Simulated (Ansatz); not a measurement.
A calculation on rock-salt PbSe returned lattice constant a 6.242 Å, formation enthalpy -0.574 eV/atom.

For reference: lattice constant a 6.105 Å (measured, 120 K, no zero-point or thermal correction; as tabulated in Noda, Masumoto, Ohba, Saito, Toriumi, Iwata, Shibuya, Acta Cryst. C 43, 1443 …); formation enthalpy -0.518 ± 0.01 eV/atom (measured, 298 K, copied from a table, unchecked, not corrected to a static lattice, our sources range from -0.533 to -0.518; as tabulated in Wang et al. (2021), doi:10.1038/s41598-021-94550-5).

**Question.** Which level of theory produced these numbers?
(A) r²SCAN-D4 (Ansatz, a first-principles code)
(B) HSE06 (Ansatz)
(C) r²SCAN (Ansatz)
(D) rVV10 (Ansatz)

**Answer.** D, rVV10 (Ansatz)

The others give: HSE06 6.171 Å, -0.608 eV/atom; r²SCAN-D4 6.153 Å, -0.677 eV/atom; r²SCAN 6.178 Å, -0.675 eV/atom.

Unless a cell is named, each level is at its own relaxed cell (HSE06 29.38, r²SCAN 29.47, r²SCAN-D4 29.11, rVV10 30.41 Å³/atom).

Caveats: exact exchange on metals is sensitive to the k mesh and can open a false gap (HSE06). Ansatz's density-functional and Hartree–Fock values are scalar-relativistic unless marked +SOC, with PAW data made under PBE.
